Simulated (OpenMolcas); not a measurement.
# NO2F (nitryl fluoride), step by step

We compute a single-point energy (singlet NO2F, HF/6-31G), then the energy (singlet NO2F, CASSCF(4,4)/6-31G), then a single-point energy (singlet NO2F, CASPT2(4,4)/6-31G), then a single-point energy (triplet NO2F, CASPT2(4,4)/6-31G) of FNO2. 

Program for the calculation: OpenMolcas 26.06.

## 1. The structure to begin with

NO2F has 4 atoms, charge 0, and is taken as a singlet. SMILES: `O=[N+]([O-])F`. The coordinates come from a GFN2-xTB relaxation.

Bond lengths: O1–N2 1.145 Å, N2–O3 1.145 Å. Angles: O1–N2–O3 140.2°. A long bond or contact: N2–F4 1.545 Å.

## 2. The energy at HF/6-31G (run 1)

File struct.xyz:

```xyz
4

O      0.188740     0.465950     1.115660
N      0.109710    -0.098240     0.122020
O      0.475520    -1.064170    -0.373030
F     -0.773970     0.696460    -0.864650
```

File step1.input:

```
* FNO2 Hartree-Fock
&GATEWAY
Coord
struct.xyz
Basis
6-31G
Group
NoSym
&SEWARD
&SCF
PrOrbitals
0
```

Launch:

```bash
$ export MOLCAS_MEM=1860
$ pymolcas step1.input > step1.log
```

Output (excerpt; [...] marks lines left out):

```text
--- Start Module: gateway ---
[...]
--- Stop Module: gateway /rc=_RC_ALL_IS_WELL_ ---
--- Start Module: seward ---
[...]
      Basis functions           36
--- Stop Module: seward /rc=_RC_ALL_IS_WELL_ ---
[...]
--- Start Module: scf ---
[...]
       Convergence after  12 Iterations
[...]
::    Total SCF energy                               -303.2399363959
[...]
      Total spin, S                                     0.0000000000
[...]
      Total electronic charge=   32.000000
      Total            charge=   -0.000000
[...]
      Dipole Moment (debye):
      Origin of the operator (angstrom)=   -0.0391    0.0352   -0.0437
                   X=  5.7551E-01               Y= -5.1604E-01               Z=  6.4095E-01           Total=  1.0042E+00
      Quadrupole Moment (debye*angstrom):
[...]
--- Stop Module: scf /rc=_RC_ALL_IS_WELL_ ---
[...]
```

It took 2.6 s on 1 thread of Arm Neoverse N1, shared host; peak memory 0.37 GiB.

## 3. The energy at CASSCF(4,4)/6-31G (run 2)

struct.xyz is that of step 2.

File step2.inp:

```
&GATEWAY
  Coord=struct.xyz
  Basis=6-31G
  Group=NoSym

&SEWARD

&RASSCF
  FileOrb=$CurrDir/step1.ScfOrb
  Spin=1
  Nactel=4 0 0
  Inactive=14
  Ras2=4
  OrbListing=Nothing
```

Launch:

```bash
$ export MOLCAS_MEM=1860
$ pymolcas step2.inp > step2.log
```

Output (excerpt; [...] marks lines left out):

```text
--- Start Module: gateway ---
[...]
--- Stop Module: gateway /rc=_RC_ALL_IS_WELL_ ---
--- Start Module: seward ---
[...]
      Basis functions           36
--- Stop Module: seward /rc=_RC_ALL_IS_WELL_ ---
[...]
--- Start Module: rasscf ---
[...]
      Number of active orbitals                  4
[...]
      Spin quantum number                      0.0
[...]
      Active orbitals                            4
[...]
      Number of CSFs                            20
[...]
      Number of root(s) required                 1
[...]
      Convergence after 15 iterations
[...]
      printout of CI-coefficients larger than  0.05 for root  1
      energy=    -303.330519
      conf/sym  1111     Coeff  Weight
             1  2200  -0.94745 0.89765
             6  2020   0.23952 0.05737
            14  0202   0.20601 0.04244
      Natural orbitals and occupation numbers for root  1
      sym 1:   1.910084   1.880214   0.119807   0.089895
      ************************************************************************************************************************
      *                                                    Final results                                                     *
[...]
::    RASSCF root number  1 Total energy:   -303.33051855
[...]
      Total electronic charge=   32.000000
      Total            charge=   -0.000000
[...]
      Dipole Moment (debye):
      Origin of the operator (angstrom)=   -0.0391    0.0352   -0.0437
                   X=  2.8077E-01               Y= -2.5157E-01               Z=  3.1258E-01           Total=  4.8972E-01
      Quadrupole Moment (debye*angstrom):
[...]
--- Stop Module: rasscf /rc=_RC_ALL_IS_WELL_ ---
[...]
```

It took 3.3 s on 1 thread of Arm Neoverse N1, shared host; peak memory 0.37 GiB.

Run 3 isn't shown in full; the table further down has it.

## 4. The triplet: a single-point energy at CASPT2(4,4)/6-31G (ipea shift 0.25 Eh, pt2 variant SS) (run 4)

File step4.input:

```
&GATEWAY
 COORD
 4
 angstrom
 O        0.188740       0.465950       1.115660
 N        0.109710      -0.098240       0.122020
 O        0.475520      -1.064170      -0.373030
 F       -0.773970       0.696460      -0.864650
 BASIS = 6-31G
 GROUP = NoSym

&SEWARD

&RASSCF
 FILEORB = $CurrDir/step2.RasOrb
 SPIN = 3
 NACTEL = 4 0 0
 INACTIVE = 14
 RAS2 = 4
 ORBLISTING = Nothing

&CASPT2
 IMAGINARY = 0.2
```

Launch:

```bash
$ export MOLCAS_MEM=1860
$ pymolcas step4.input > step4.log
```

Output (excerpt; [...] marks lines left out):

```text
--- Start Module: gateway ---
[...]
--- Stop Module: gateway /rc=_RC_ALL_IS_WELL_ ---
[...]
      Basis functions           36
[...]
--- Start Module: rasscf ---
[...]
      Number of active orbitals                  4
[...]
      Spin quantum number                      1.0
[...]
      Active orbitals                            4
[...]
      Number of CSFs                            15
[...]
      Number of root(s) required                 1
[...]
      Convergence after 13 iterations
[...]
      printout of CI-coefficients larger than  0.05 for root  1
      energy=    -303.185650
      conf/sym  1111     Coeff  Weight
             1  2uu0  -0.97818 0.95684
            15  0uu2   0.20133 0.04053
      Natural orbitals and occupation numbers for root  1
      sym 1:   1.916304   1.000000   1.000000   0.083696
      ************************************************************************************************************************
      *                                                    Final results                                                     *
[...]
::    RASSCF root number  1 Total energy:   -303.18564959
[...]
      Total electronic charge=   32.000000
      Total            charge=   -0.000000
[...]
      Dipole Moment (debye):
      Origin of the operator (angstrom)=   -0.0391    0.0352   -0.0437
                   X=  6.9563E-01               Y= -6.2706E-01               Z=  7.7803E-01           Total=  1.2176E+00
      Quadrupole Moment (debye*angstrom):
[...]
--- Stop Module: rasscf /rc=_RC_ALL_IS_WELL_ ---
[...]
--- Start Module: caspt2 ---
[...]
      E2 (Variational):          -0.3799940725
      Total energy:            -303.5656436640
[...]
      Reference weight:           0.89865
[...]
::    CASPT2 Root  1     Total energy:   -303.56564366
[...]
--- Stop Module: caspt2 /rc=_RC_ALL_IS_WELL_ ---
[...]
```

It took 3.9 s on 1 thread of Arm Neoverse N1, shared host; peak memory 0.37 GiB.

## 5. The series

```
run                                                   level      active rule  inactive  partner  energy (Eh)  dipole moment (D) of the reference  wall time
  1                                                HF/6-31G                –         –     base  -303.239936                                1.00      2.6 s
  2                                       CASSCF(4,4)/6-31G  frontier window        14     base  -303.330519                                0.49      3.3 s
  3  CASPT2(4,4)/6-31G (ipea shift 0.25 Eh, pt2 variant SS)  frontier window        14     base  -303.761346                                0.49      3.3 s
  4  CASPT2(4,4)/6-31G (ipea shift 0.25 Eh, pt2 variant SS)  frontier window        14  triplet  -303.565644                                1.22      3.9 s
```

## 6. What came out

```
                                        quantity          value
                           triplet: total energy  -303.56564 Eh
         triplet: dipole moment (CASSCF density)         1.22 D
vertical energy of the triplet above the singlet       5.325 eV
```

At this shape the triplet lies 5.33 eV (123 kcal/mol) above the singlet. Below the HF energy at the same shape and in the same basis (6-31G): CASSCF(4,4) -90.6 mEh; CASPT2(4,4) -521.4 mEh. Active-space methods hold only the correlation inside their space unless a perturbation or CI step follows. All runs together took 13 s, the longest 3.9 s.
